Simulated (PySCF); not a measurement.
**Cost against result**

Saddle point of BH$_{3}$SO, closed shell (BH₃SO ([OH][BH][SH]) → BHO ([BH][O]) + H₂S; bonds formed: S2–H4; bonds broken: B1–S2, O3–H4), PBE0-D4/def2-TZVP structure:

| atom | x (Å) | y (Å) | z (Å) |
| --- | --- | --- | --- |
| B1 | -0.3576 | 0.7288 | -0.3145 |
| S2 | 1.1471 | -0.5721 | 0.5085 |
| O3 | -0.8278 | -0.0428 | -1.2004 |
| H4 | 0.1766 | -0.8873 | -0.6165 |
| H5 | -0.4472 | 1.8095 | 0.1716 |
| H6 | 0.3089 | -1.0361 | 1.4513 |

Barriers are electronic and count from the start structure reached by relaxing down the imaginary mode.

Computed with PySCF 2.14 with density fitting (its default auxiliary sets; JK sets also for MP2 and CCSD(T)) (basis: as named in each row); correlated methods freeze the cores. B3LYP uses VWN-RPA correlation. Extrapolation: Hartree–Fock as exp(−7.88 √X), correlation as X^−2.97.

Times are rough, for one single point on 4 threads of a shared host (Arm Neoverse N1).

The estimate by CCSD(T) at an estimated basis limit (MP2 extrapolated from triple and quadruple zeta, plus CCSD(T) − MP2 in triple zeta) is 49.64 kcal/mol.

```
   method       basis  time (s)  barrier (kcal/mol)  method less estimate
       HF      STO-3G         1               86.27                 36.62
 B3LYP-D4       6-31G         3               52.45                  2.81
      MP2  def2-QZVPP         3               47.92                 -1.72
  PBE0-D4    def2-SVP         3               47.63                 -2.02
   PBE-D4    def2-SVP         4               41.47                 -8.18
  CCSD(T)    def2-SVP         6               49.71                  0.07
    SPW92  def2-TZVPP         6               41.16                 -8.49
 BHLYP-D4  def2-TZVPP         7               54.93                  5.29
  PBE0-D4  def2-TZVPP         7               48.32                 -1.32
 B3LYP-D4  def2-TZVPP         7               48.15                 -1.49
   PBE-D4  def2-TZVPP         8               42.46                 -7.19
r2SCAN-D4  def2-TZVPP        18               46.34                 -3.31
  CCSD(T)  def2-TZVPP       100               50.03                  0.39
  wB97M-V  def2-TZVPP       130               49.39                 -0.25
```

All methods are single points on the PBE0-D4 structures.

The T1 diagnostic stays at or below 0.019.

Labels in which every atom is bracketed show which atoms are joined, not bond orders.
